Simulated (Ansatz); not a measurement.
# CHO3: the cost of one run

Program: Ansatz 0.2.0 through its Python package. Level of theory: B3LYP/6-31G*. These are calculated values, not measurements.

### Step 1. The structure

Bond lengths: O1–C2 1.326 Å, C2–O3 1.255 Å, C2–O4 1.251 Å, O1–H5 0.979 Å. Angles: O1–C2–O3 110.6°, O1–C2–O4 117.8°, O3–C2–O4 131.6°, C2–O1–H5 91.2°.

The script holds or builds the structure itself.

### Step 2. Script

File cho3_freq.py:

```python
"""Vibrations of CHO3(-)."""

import itertools

import ansatz as az
from ase.data import atomic_numbers, covalent_radii
import numpy as np
from rdkit import Chem
from rdkit.Chem import AllChem

# a force-field geometry from the SMILES
rd = Chem.AddHs(Chem.MolFromSmiles("OC(=O)[O-]"))
AllChem.EmbedMolecule(rd, randomSeed=866)
AllChem.UFFOptimizeMolecule(rd)
system = az.Crystal.molecule()
for atom, xyz in zip(rd.GetAtoms(), rd.GetConformer().GetPositions()):
    system = system.atom(atom.GetSymbol(), xyz.round(5).tolist())

calculation = system.calculation().basis(gaussian="6-31G*").functional("b3lyp").charge(-1)
symbols = [site.symbol for site in system.cartesian_sites]
start = np.array([site.position_ang for site in system.cartesian_sites], dtype=float)
rep = calculation.relax(force_tolerance=0.003).run(threads=1, pin="off").report
end = np.array(rep["positions_ang"])

# pairs closer than 1.2 times the sum of covalent radii, before or after
radius = [covalent_radii[atomic_numbers[s]] for s in symbols]
span = lambda where, i, j: np.linalg.norm(where[i] - where[j])
bonded = [(i, j) for i, j in itertools.combinations(range(len(symbols)), 2) if min(span(start, i, j), span(end, i, j)) < 1.2 * (radius[i] + radius[j])]
print("pair        before    after (A)")
for i, j in bonded:
    print(f"{symbols[i]}{i}-{symbols[j]}{j}".ljust(10), f"{span(start, i, j):8.4f} {span(end, i, j):8.4f}")

# same settings at the minimum
minimum = az.Crystal.molecule()
for symbol, place in zip(symbols, end):
    minimum = minimum.atom(symbol, place.tolist())
vibrating = minimum.calculation()
vibrating = vibrating.basis(gaussian="6-31G*").functional("b3lyp")
vibrating = vibrating.charge(-1).phonons(temperatures=(200, 600, 100))
vib = vibrating.run(threads=1, pin="off").report["vibrations"]
sums = vib["harmonic_sums"]
modes = [m["omega_inv_cm"] for m in sums["modes_at_gamma"] if m["rigid_motion"] == "no"]
for number, w in enumerate(modes, start=1):
    print(f"mode {number:2d} {w:9.1f} 1/cm {w / 8065.544 * 1000:8.2f} meV")
print("imaginary modes:", sum(w < 0 for w in modes), " zero-point energy:", round(sums["zero_point_energy_ev"], 4), "eV")
print("T (K)   F_vib (eV)   S_vib (meV/K)   C_vib (meV/K)")
for row in zip(sums["temperatures_k"], sums["vibrational_free_energy_ev"], vib["entropy_ev_per_k"], vib["heat_capacity_ev_per_k"]):
    print(f"{row[0]:6.1f} {row[1]:11.4f} {1000 * row[2]:13.4f} {1000 * row[3]:15.4f}")
```

### Step 3. The calls as engine input

The engine receives this input (first run):

```yaml
crystal:
  periodic: [false, false, false]
  atoms:
    - { symbol: O, position_ang: [0.77889, -0.56838, 0.01325] }
    - { symbol: C, position_ang: [-0.39921, 0.03634, 0.43653] }
    - { symbol: O, position_ang: [-0.47073, 1.28964, 0.53124] }
    - { symbol: O, position_ang: [-1.50093, -0.74516, 0.75597] }
    - { symbol: H, position_ang: [1.59198, -0.01243, -0.22369] }
basis:
  gaussian:
    orbitals: "6-31G*"
hamiltonian:
  xc: b3lyp
total_charge: -1.0
relax:
  f_tol: 0.003
```

### Step 4. Launch

The run is started by

```
> python cho3_freq.py
```

**Question.** How long does this script take on 1 thread of Arm Neoverse V1, shared host, and how much memory does it need?

About 44 s, with a peak of 0.24 GiB.
